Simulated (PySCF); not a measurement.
Telling isomers of C2H8N2 apart by NMR

- σ from GIAO-PBE0/pcSseg-1
- structure optimised with GFN2-xTB
- J: B3LYP/pcJ-1 (spin–dipole term left out of most H,H and C,H couplings)
- program: PySCF
- no solvent, one computed conformer, non-relativistic Hamiltonian, equivalent nuclei averaged

Referencing at the same level of theory: 1H (σref 31.72), 13C (σref 186.93) against TMS. Multiplet labels drop J under 1 Hz and among equivalent protons, and merge close values. Unscaled 3J(H,H) run several per cent high. Shifts are as computed. Against solution values, carbons near 30 ppm lie about +3 ppm off and those near 130 ppm about +5 ppm. Of 1211 compounds with measured shifts, 218 miss one by over three times the rms of a fit or turn the order of signals round; such compounds aren't used in these exercises. Across acyclic CH2–CH2 and CH–CH2 bonds, 3J(H,H) assumes equally populated rotamers. OH and NH positions are gas-phase values without hydrogen bonding to other molecules.

(1) Tabulate the signals of `CNNC`, `NCCN` and their relative energies.

(2) What is the quickest way to tell CNNC from NCCN?

## Answers

(1) 
| SMILES | carbon types | δC | δH | E rel. (kcal/mol) |
| --- | --- | --- | --- | --- |
| CNNC | 2×CH3 | 41.9 | 2.78 (s, 6H), 1.91 (br s, 2H) | 23.8 |
| NCCN | 2×CH2 | 56.2 | 2.51 (s, 4H), 0.45 (br s, 4H) | 0.0 |

Energies are electronic energies at PBE0/pcSseg-1 on these geometries, without zero-point or thermal terms, each for the one conformer computed, which needn't be the lowest.

(2) Both give the same number of carbon signals, but DEPT or the intensities differ. The first has a methyl carbon bonded to N (CH3) at 41.9 ppm, the second an sp3 CH2 bonded to N at 56.2 ppm.
